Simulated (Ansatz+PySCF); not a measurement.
doublet CH₂F: levels of theory in one basis

```xyz
4

C     0.6444    0.0000   -0.0625
H     1.1320   -1.0025    0.1339
H     1.1320    1.0025    0.1339
F    -0.6967    0.0000    0.0057
```

Basis set: cc-pVTZ (spherical functions). Left uncorrelated: 2 orbitals. Correlation on ROHF uses semicanonical orbitals with singles. Charge 0, multiplicity 2.

Computed with Ansatz (development build ahead of 0.2.0) and PySCF 2.14.0; each method stands on the lowest determinant of its kind that the runs found.

```json
{"method": "ROHF", "E − E(ROHF) (eV)": "0.00", "<S²> of the determinant": "0.75"}
{"method": "UHF", "E − E(ROHF) (eV)": "-0.13", "<S²> of the determinant": "0.76"}
{"method": "ROHF-MP2", "E − E(ROHF) (eV)": "-10.99", "<S²> of the determinant": "–"}
{"method": "UHF-MP2", "E − E(ROHF) (eV)": "-10.98", "<S²> of the determinant": "0.76"}
{"method": "UHF-CCSD", "E − E(ROHF) (eV)": "-11.42", "<S²> of the determinant": "0.76"}
```

(1) What does ROHF-CCSD(T) give on the same scale?

## Answers

(1) -11.77 eV.
